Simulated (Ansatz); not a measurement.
# C2H2+ (doublet): from Hartree-Fock to the top rungs, cc-pVDZ

How much of the correlation energy of C2H2+ (doublet) does each wave-function method recover here?

Method: cc-pVDZ, core rule «outside noble gas», up to 2 orbitals frozen; program: Ansatz 0.2.0, Gaussian basis.

The runs, in order: UHF; CCSD(T) on ROHF; CCSD(T) on UHF; BCCD(T) on ROHF; CISD as a restricted active space (open shells left free, so some higher excitations enter); CCSDT(Q) on ROHF; CCSDT(Q) on UHF; CCSDTQ on ROHF; CASSCF and MRCISD+Q, 9 electrons in 10 orbitals; CASSCF and NEVPT2, 9 electrons in 10 orbitals.

3 further runs of the same task are left out: 3 set aside as unsound or not needed. Runs told in other sessions of the task aren't counted.

## 1. The geometry

The geometry is a PBE0/def2-TZVP stationary point (not a proven minimum) of the parent state, kept for this charge and spin.

4 atoms, charge 1, spin multiplicity 2.

Atoms are counted from 1 here; the program's logs count them from 0.

Bond lengths: C1–C2 1.197 Å, C1–H3 1.065 Å, C2–H4 1.065 Å. Angles: C2–C1–H3 180.0°, C1–C2–H4 180.0°.

As a file:

```xyz
4
C2H2
C     0.0000    0.0000    0.5985
C     0.0000    0.0000   -0.5985
H     0.0000    0.0000    1.6632
H     0.0000    0.0000   -1.6632
```

## 2. UHF

File in.yaml:

```yaml
crystal:
  periodic: [false, false, false]
  atoms:
    - {symbol: C, position_ang: [0.000000, 0.000000, 0.598483]}
    - {symbol: C, position_ang: [0.000000, 0.000000, -0.598483]}
    - {symbol: H, position_ang: [0.000000, 0.000000, 1.663170]}
    - {symbol: H, position_ang: [0.000000, 0.000000, -1.663170]}
basis:
  gaussian: {orbitals: cc-pVDZ}
total_charge: 1
magnetization: {spin_polarized: true, initial_magnetization: 1}
hamiltonian: {xc: hf}
output: {orbitals: {seedname: orbitals}}
```

The run is started by

```bash
> ansatz run in.yaml --threads 1 --pin off --events-out ev --progress --plain --max-ram 2560MiB --backend cpu
```

After this run come: CCSD(T) on ROHF; CCSD(T) on UHF; BCCD(T) on ROHF; CISD as a restricted active space (open shells left free, so some higher excitations enter); CCSDT(Q) on ROHF; CCSDT(Q) on UHF; CCSDTQ on ROHF; CASSCF and MRCISD+Q, 9 electrons in 10 orbitals; CASSCF and NEVPT2, 9 electrons in 10 orbitals.

Before running them: what should the planned runs give, taken together? Wanted: RCCSDTQ from the RHF energy; RMP2 from RCCSDTQ; UMP2 from RCCSDTQ; RCCSD from RCCSDTQ; RCCSD(T) from RCCSDTQ; UCCSD(T) from RCCSDTQ; RCCSDT(Q) from RCCSDTQ; UCCSDT(Q) from RCCSDTQ; NEVPT2 valence from RCCSDTQ.

The runs gave:

| quantity | value |
| --- | --- |
| RCCSDTQ from the ROHF energy | -6.3621 eV |
| RMP2 from RCCSDTQ | +22.01 kcal/mol |
| UMP2 from RCCSDTQ | +22.06 kcal/mol |
| RCCSD from RCCSDTQ | +5.21 kcal/mol |
| RCCSD(T) from RCCSDTQ | +0.84 kcal/mol |
| UCCSD(T) from RCCSDTQ | +0.84 kcal/mol |
| RCCSDT(Q) from RCCSDTQ | 0.00 kcal/mol |
| UCCSDT(Q) from RCCSDTQ | 0.00 kcal/mol |
| NEVPT2 valence from RCCSDTQ | +15.07 kcal/mol |
| MRCISD+Q valence from RCCSDTQ | +0.20 kcal/mol |
| levels within 1 kcal/mol (43 meV) | RCCSD(T), UCCSD(T), BCCD(T), RCCSDT, UCCSDT, RCCSDT(Q), UCCSDT(Q), MRCISD+Q valence |
| T1 diagnostic | 0.012 |
| effectively unpaired electrons | 1.04 |

**Reading.** RCCSD(T) lands +0.84 kcal/mol from the yardstick (0.6 % of the correlation energy). One determinant dominates. Of the multireference levels listed MRCISD+Q valence comes nearest in total energy (+0.20 kcal/mol), which doesn't show that its space is the better one. These misses are within one basis, not against nature; the frozen cores of restricted and unrestricted runs differ, which can shift their rows.

With open shells the CI space here admits some higher excitations, so it is larger than plain CISD.
